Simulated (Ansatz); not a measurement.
# BS+ (triplet): B2PLYP, PBE-QIDH over a scan of the distance B1–S2, 6-31G

Aim: run BS+ (triplet) with these functionals over a scan of the distance B1–S2, and hold them against the top wave-function level at the same points.

The runs use Ansatz 0.2.0, Gaussian basis; 6-31G, all electrons in the functionals, frozen cores in the correlation of double hybrids and RPA.

To be run: B2PLYP, PBE-QIDH, at 1.385 Å; 1.509 Å; 1.703 Å; 1.873 Å; 2.030 Å; 2.338 Å; 2.775 Å; 3.154 Å; 3.723 Å; 4.616 Å; 5.766 Å.

16 further runs of the same task are left out: 13 that didn't finish, 3 set aside as unsound or not needed.

### 1 The system

The geometry derives from a PBE0/def2-TZVP stationary point (not a proven minimum). One bond is set to the value named and the two fragments are kept rigid.

2 atoms, charge 1, spin multiplicity 3.

Atoms are counted from 1 here; the program's logs count them from 0.

Bond lengths: B1–S2 1.703 Å.

As a file:

```
B     0.00000    0.00000    0.00000
S     0.00000    0.00000    1.70330
```

No dispersion term is added.

The geometry shown and the zero of energy belong to the point 1.703 Å. The yardstick, FCI, and other wave-function levels (R restricted, U unrestricted, valence and pair active spaces) come from earlier runs.

### 2 B2PLYP, 1.385 Å

The input, in.yaml:

```yaml
crystal:
  periodic: [false, false, false]
  atoms:
    - {symbol: B, position_ang: [0.000000, 0.000000, 0.000000]}
    - {symbol: S, position_ang: [0.000000, 0.000000, 1.385000]}
basis:
  gaussian: {orbitals: 6-31G}
total_charge: 1
magnetization: {spin_polarized: true, initial_magnetization: 2}
hamiltonian: {xc: {name: B2PLYP}}
correlation: {electrons: outside_noble_gas}
```

The run is started by

```console
> ansatz run in.yaml --threads 1 --pin off --events-out ev --progress --plain --max-ram 2393MiB
```

The runs that follow: B2PLYP, 1.509 Å; B2PLYP, 1.703 Å; B2PLYP, 1.873 Å; B2PLYP, 2.030 Å; B2PLYP, 2.338 Å; B2PLYP, 2.775 Å; B2PLYP, 3.154 Å; B2PLYP, 3.723 Å; B2PLYP, 4.616 Å; B2PLYP, 5.766 Å; PBE-QIDH, 1.385 Å; PBE-QIDH, 1.509 Å; PBE-QIDH, 1.703 Å; PBE-QIDH, 1.873 Å; PBE-QIDH, 2.030 Å; PBE-QIDH, 2.338 Å; PBE-QIDH, 2.775 Å; PBE-QIDH, 3.154 Å; PBE-QIDH, 3.723 Å; PBE-QIDH, 4.616 Å; PBE-QIDH, 5.766 Å.

**Question.** What will the summary of the whole plan be? Wanted: span of the FCI curve; largest miss, B2PLYP; largest miss, PBE-QIDH.

As calculated:

| quantity | value |
| --- | --- |
| span of the FCI curve | 3.875 eV |
| largest miss, B2PLYP | +0.729 eV (5.766 Å) |
| largest miss, PBE-QIDH | +0.752 eV (5.766 Å) |

Of the functionals, B2PLYP keep the smallest largest miss at the points compared (at most 0.729 eV) and PBE-QIDH strays most (0.752 eV, at 5.766 Å). Functionals and the yardstick converge differently with the basis, so part of each miss in 6-31G is the basis.
